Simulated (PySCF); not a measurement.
Compound: CFCl3.
Structure used (GFN2-xTB), in Å, numbered top down from 1:
```
atom  x, y, z in Å
F1     0.0603   -0.1410    1.3961
C2     0.0046   -0.0063    0.0667
Cl3   -0.4579    1.6606   -0.3126
Cl4    1.6028   -0.3706   -0.6039
Cl5   -1.2011   -1.1397   -0.5634
```

Method used: B3LYP/def2-QZVP in PySCF (dipole) on a GFN2-xTB geometry, gas phase.

Take the most abundant isotopes and a rigid rotor. 

Question: What are A, B and C (cm⁻¹)?

Answer: Ia = 206.75, Ib = 206.79, Ic = 295.71 u·Å²; 505379 MHz·u·Å²/I gives 2444, 2444 and 1709 MHz, that is A = 0.08154, B = 0.08152, C = 0.05701 cm⁻¹.

Question: What kind of rotor is it?

Answer: An oblate symmetric top, as the point group C3v requires two equal moments; Ray's κ = 0.999.

Question: Is it planar, by Δ = Ic − Ia − Ib?

Answer: Not planar: Δ = Ic − Ia − Ib = -117.84 u·Å². For a rigid frame Δ = −2 Σ m c², so Σ m c² = 58.92 u·Å² lies off the ab plane. The atom farthest from that plane is 1.59 Å away.

Question: Where do the R-branch lines fall?

Answer: The dipole of 0.39 D lies along the symmetry axis, so ΔK = 0 and J+1 ← J falls at 2B(J+1) for every K: 4.89 GHz, 9.78 GHz, 14.66 GHz, 19.55 GHz, 24.44 GHz for J = 0 to 4.

No GFN2-xTB frequencies stand behind this structure, so it isn't proved a minimum. No vibrational averaging or centrifugal distortion is included, and the geometry carries the error of its method.

The run took 32 s wall on an Intel Xeon at 2.30 GHz with one thread, shared host, and the process peaked at 1.4 GiB of memory. This is the B3LYP/def2-QZVP job that gave the dipole, with the shieldings it also computed.
